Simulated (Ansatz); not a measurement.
Frontier orbitals of `C/C=C/S`.

Cartesian coordinates in Å:
```
C 0.1737 -1.1438 0.9344
C 0.2455 0.1408 0.1821
C -0.5216 0.4328 -0.8624
S -0.5338 1.8937 -1.8218
H -0.0675 -0.9725 1.9886
H -0.5857 -1.8083 0.5177
H 1.1336 -1.6700 0.9122
H 0.9765 0.8703 0.5251
H -1.2590 -0.2812 -1.2200
H 0.4383 2.5383 -1.1559
```

The species carries charge 0 and has multiplicity 1. Geometry: relaxed with PBE0-D4/def2-TZVP. It is one conformer, not always the lowest. Basis def2-TZVPP, Ansatz.

```
 functional  HOMO (eV)  LUMO (eV)  gap (eV)
LDA (SPW92)      -5.28      -0.91      4.37
        PBE      -5.14      -0.69      4.45
       PBE0      -6.21       0.28      6.49
  CAM-B3LYP      -7.48       1.41      8.89
    ωB97M-V      -8.33       2.37     10.70
```

Against PBE, PBE0 changes HOMO and LUMO by −1.07 and +0.97 eV, ωB97M-V by −3.19 and +3.06 eV. A gap of 4.45 eV thus becomes 10.69 eV for the same molecule, so an orbital gap means little without its functional. A positive LUMO is unbound and depends on the basis.
